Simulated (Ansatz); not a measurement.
## Worked example: HGeP, quintet against HGeP, triplet

Geometry (PBE0/def2-TZVP stationary point of a triplet), kept for both states (HGeP, triplet: A''; HGeP, quintet: A'):

```yaml
atoms:
  - { symbol: Ge, position_ang: [0.0000, -0.0317, 0.6858] }
  - { symbol: P, position_ang: [0.0000, 0.0234, -1.6341] }
  - { symbol: H, position_ang: [0.0000, 1.5630, 0.7900] }
```

Basis cc-pVDZ; Ansatz 0.2.0. Correlated methods freeze the noble-gas cores and the filled d shells of p-block atoms. R marks a restricted (for open shells ROHF) determinant, U an unrestricted one. No spin–orbit coupling is included, and no scalar relativity.

Full CI isn't at hand for all of this; UCCSDT(Q) serves as the reference, and is uncertain by about the last step of the cluster series.

| level | E(HGeP, triplet) (hartree) | E(HGeP, quintet) (hartree) |
| --- | --- | --- |
| UMP2 | -2416.750347 | -2416.700362 |
| UCCSD(T) | -2416.794001 | -2416.739972 |
| PBE | -2418.363187 | -2418.300726 |
| PBE0 | -2418.444554 | -2418.386363 |
| UCCSDT(Q) | -2416.795841 | -2416.741483 |

Task: Give the vertical gap, HGeP quintet less HGeP triplet, at each level in eV (1 hartree = 27.2114 eV), and each error against UCCSDT(Q).

Result: UCCSDT(Q): (-2416.741483 − (-2416.795841)) × 27.2114 = 1.479 eV (the reference)
PBE0: (-2418.386363 − (-2418.444554)) × 27.2114 = 1.583 eV, error 0.104 eV
PBE: (-2418.300726 − (-2418.363187)) × 27.2114 = 1.700 eV, error 0.221 eV
UCCSD(T): (-2416.739972 − (-2416.794001)) × 27.2114 = 1.470 eV, error -0.009 eV
UMP2: (-2416.700362 − (-2416.750347)) × 27.2114 = 1.360 eV, error -0.119 eV

Total energies of functionals can't be set beside those of wave-function methods, since they hold the core's correlation and their own absolute errors; only the differences compare.

In so small a basis the reference is far from its limit while semilocal and hybrid functionals are nearer theirs, so the functionals' errors here hold much of the reference's basis and frozen-core error, which can add to them or hide them.

Each level lands on the state that its own search finds. T1 diagnostics of restricted CCSD: 0.028 and 0.035.
